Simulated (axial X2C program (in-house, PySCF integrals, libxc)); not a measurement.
**Density and ELF of AlS**

All values were computed with an in-house relativistic program for diatomic molecules. Spin-free means the one-electron spin-free X2C Hamiltonian. Basis: S dyall-av3z [9s8p3d2f], Al dyall-v3z [8s8p2d1f] (cores contracted in-house); Gaussian nuclei, density fitting, unrestricted open shells. Masses: S 31.972 u, Al 26.982 u.

PBE0, without spin–orbit coupling, state M_S = 1/2, Λ = 0 (beyond evenly filled blocks: σα); S at z = 0, Al at z = 2.047 Å.

The maps cover the half plane through the axis: z from -2.4 to 4.2 Å along the bond, ρ from 0.15 to 2.25 Å away from it.

log10 of the density in e/bohr³:

```
 ρ\z  -2.4  -1.8  -1.2  -0.6   0.0   0.6   1.2   1.8   2.4   3.0   3.6   4.2
0.15  -3.5  -2.5  -1.5  -0.7   1.2  -0.7  -1.1   0.5   0.1  -1.5  -2.0  -2.7
0.45  -3.6  -2.6  -1.6  -0.9  -0.4  -0.8  -1.2  -0.5  -0.8  -1.6  -2.1  -2.8
0.75  -3.7  -2.7  -1.8  -1.1  -0.8  -1.0  -1.3  -1.4  -1.5  -1.7  -2.2  -2.9
1.05  -3.8  -2.9  -2.1  -1.5  -1.2  -1.4  -1.6  -1.7  -1.8  -2.0  -2.4  -3.0
1.35  -4.0  -3.2  -2.4  -1.9  -1.6  -1.7  -1.9  -2.0  -2.1  -2.3  -2.7  -3.2
1.65  -4.2  -3.5  -2.8  -2.3  -2.1  -2.1  -2.3  -2.3  -2.4  -2.6  -3.0  -3.5
1.95  -4.4  -3.7  -3.2  -2.7  -2.5  -2.5  -2.6  -2.7  -2.7  -2.9  -3.3  -3.8
2.25  -4.7  -4.0  -3.5  -3.1  -3.0  -2.9  -3.0  -3.0  -3.1  -3.3  -3.6  -4.1
```

Electron localisation function (collinear form, no current term, damped to 0 at low density):

```
 ρ\z  -2.4  -1.8  -1.2  -0.6   0.0   0.6   1.2   1.8   2.4   3.0   3.6   4.2
0.15  0.02  0.31  0.78  0.36  0.72  0.31  0.35  0.87  0.83  0.69  0.99  0.98
0.45  0.02  0.28  0.76  0.79  0.10  0.70  0.55  0.51  0.30  0.87  0.99  0.97
0.75  0.01  0.22  0.70  0.88  0.79  0.82  0.70  0.05  0.09  0.97  0.99  0.94
1.05  0.01  0.15  0.59  0.84  0.87  0.79  0.69  0.37  0.66  0.98  0.98  0.86
1.35  0.00  0.08  0.44  0.73  0.79  0.69  0.60  0.54  0.84  0.96  0.95  0.60
1.65  0.00  0.03  0.27  0.55  0.63  0.55  0.45  0.44  0.74  0.89  0.82  0.21
1.95  0.00  0.01  0.12  0.33  0.43  0.38  0.29  0.28  0.47  0.63  0.41  0.03
2.25  0.00  0.00  0.03  0.14  0.22  0.20  0.15  0.13  0.19  0.22  0.07  0.00
```

Axial spin density in 10⁻³ e/bohr³:

```
 ρ\z  -2.4  -1.8  -1.2  -0.6   0.0   0.6   1.2   1.8  2.4   3.0  3.6  4.2
0.15   0.1   0.9   7.4  27.3  -0.7  35.1   8.8  -1.4  2.1  21.8  8.1  1.8
0.45   0.1   0.7   5.2  16.1  -1.8  19.8   4.6  -0.4  5.4  18.4  6.8  1.5
0.75   0.1   0.5   2.6   5.6  -2.3   6.1   0.9  -0.5  9.9  12.6  4.8  1.2
1.05   0.0   0.2   1.1   1.4  -1.1   1.0  -0.4   0.1  6.7   7.1  3.0  0.8
1.35   0.0   0.1   0.4   0.3  -0.4   0.0  -0.4   0.3  3.3   3.5  1.6  0.5
1.65   0.0   0.1   0.1   0.1  -0.1  -0.1  -0.2   0.2  1.4   1.6  0.8  0.3
1.95   0.0   0.0   0.0   0.0  -0.1  -0.1  -0.1   0.1  0.6   0.7  0.4  0.1
2.25   0.0   0.0   0.0   0.0   0.0   0.0   0.0   0.1  0.2   0.3  0.2  0.1
```

Occupations by symmetry block were frozen at the best pattern of an incomplete PBE0 search.
